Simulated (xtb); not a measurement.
xtb input:

```bash
xtb mol.xyz --gfn 1 --sp --chrg 1 --uhf 0
```
mol.xyz:
```
10

C      0.02216329     1.27259407    -0.25454176
O      0.03476913     0.00145880     0.52664644
C      0.00976330    -1.27429895    -0.24666827
H      0.07084685     2.06943035     0.48062170
H      0.91860218     1.24270488    -0.86432977
H     -0.88570640     1.30663167    -0.85134996
H      0.05070786    -2.06701103     0.49340913
H     -0.89841275    -1.30318417    -0.84328195
H      0.90643236    -1.25691049    -0.85660244
H     -0.63218269     0.00689771     1.23562197
```

Task: What final total energy does it print?

Result: -12.19547 Eh (GFN1-xTB).

It need not be the lowest isomer of its formula.
